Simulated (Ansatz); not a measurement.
This geometry of H + H6N2Si (10 atoms, charge 0, multiplicity 2) is a first-order saddle point.

Theory: UKS revPBE/6-31G* (Ansatz 0.2.0).

```xyz
10
Properties=species:S:1:pos:R:3
Si 0.088 -0.044 -0.073
H 0.013 -0.084 1.470
N 1.650 -0.021 -0.849
H 2.323 -0.760 -0.636
H 2.122 0.876 -0.969
H -0.528 1.266 -0.506
N -0.693 -1.539 -0.515
H -1.408 -1.914 0.107
H -0.923 -1.722 -1.493
H -0.254 -0.186 3.016
```

Problem. Which two structures does it join? (They come from a converged band through this point; their orientation in space is the band's.)

Solution. Bonds broken: Si1–H2. Bonds formed: H2–H10. H + H6N2Si becomes H2 + H5N2Si.

Image 0:

```xyz
10
Properties=species:S:1:pos:R:3
Si 0.113 -0.050 -0.256
H 0.051 -0.048 1.253
N 1.676 -0.048 -1.033
H 2.367 -0.751 -0.767
H 2.124 0.851 -1.215
H -0.499 1.246 -0.733
N -0.670 -1.554 -0.671
H -1.406 -1.903 -0.056
H -0.894 -1.746 -1.649
H -0.471 -0.126 4.679
```

Image 6:

```xyz
10
Properties=species:S:1:pos:R:3
Si 0.133 -0.060 -0.384
H -0.243 0.004 3.275
N 1.677 -0.056 -1.228
H 2.332 -0.817 -1.036
H 2.179 0.831 -1.308
H -0.503 1.239 -0.867
N -0.630 -1.573 -0.833
H -1.396 -1.922 -0.257
H -0.788 -1.787 -1.822
H -0.371 0.014 4.012
```

Problem. How far does it lie above each of them?

Solution. 0.051 eV above the first and 0.749 eV above the second. This is the barrier of this one path; another mechanism may lie lower.

Time of the run: 3.1 min on 1 thread of Arm Neoverse V2, with other jobs on the host, peak memory 0.14 GiB.
